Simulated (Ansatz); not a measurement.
```xyz
8

N     1.914   -0.489   -0.122
C     0.726   -0.151   -0.029
O     0.192    0.976    0.520
C    -1.082    0.456    0.162
O    -0.475   -0.704   -0.398
H     2.026   -1.386   -0.580
H    -1.595    1.067   -0.583
H    -1.706    0.230    1.030
```

Charge 0, multiplicity 1.

(1) List the PBE0/def2-TZVPP orbital energies in eV (Ansatz 0.2.0). (An estimate is asked.)

## Answers

(1) Computed: Occupied: -524.43, -524.37, -390.91, -282.36, -281.93, -33.52, -28.54, -25.77, -20.27, -16.34, -15.76, -15.59, -15.04, -13.01, -11.49, -10.66, -10.13, -8.71, -7.94. Lowest empty: 1.16, 1.25, 1.41, 1.81, 2.83, 2.95, 4.05, 5.94.
